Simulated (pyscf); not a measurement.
Optimised with ωB97X-D3(BJ)/def2-SVP in PySCF.

Question: Estimate by transition-state theory the rate constant of H₂S (SMILES S) + Cl–Hf(Cl)(Cl)–Cl (SMILES [Cl][Hf]([Cl])([Cl])[Cl]) -> HS–Hf(Cl)(Cl)–Cl (SMILES [SH][Hf]([Cl])([Cl])[Cl]) + HCl (SMILES Cl) (singlet surface; H–S, Cl–Hf broken, Hf–S, Cl–H formed) at 1200 K, with ωB97M-D3(BJ)/def2-TZVP energies (ideal gas, 1 atm, RRHO with modes under 100 cm⁻¹ raised to 100, one conformer, R ln 2 for chiral ones without a mode under 150 cm⁻¹; no tunnelling).

Answer: The electronic barrier is 18.5 kcal/mol and the thermal terms add +39.0, so ΔG‡ = 57.5 kcal/mol. With k_BT/h = 2.50e+13 s⁻¹ and RT = 2.385 kcal/mol, and a volume of 1.64e-19 cm³ per molecule at 1 atm, k = 1.4e-16 cm³ molecule⁻¹ s⁻¹. Wigner's tunnelling factor for 381i cm⁻¹ would be 1.01. A shift of 1 kcal/mol in the barrier changes k by a factor 1.5. On the reactant side the descent ends in an adduct with a Hf–S contact (not fully relaxed), 15.1 kcal/mol under the separated species and 27.3 kcal/mol under the saddle at ωB97X-D3(BJ)/def2-TZVP. On the product side the descent ends in an adduct with a Cl–Hf contact, 8.4 kcal/mol under the separated species and 5.2 kcal/mol under the saddle at ωB97X-D3(BJ)/def2-TZVP. What is counted as formed (Hf–S) is already present as a longer contact in the reactant adduct; forming that adduct is a step of its own. What is counted as broken (Cl–Hf) persists as a longer contact in the product adduct; parting that adduct is a step of its own. At ωB97X-D3(BJ)/def2-TZVP the barrier from the zero used here is 12.2 kcal/mol. This is the saddle that the search found; another between the same sides may lie lower. Elements past Kr carry the def2 core potentials, without spin-orbit coupling.
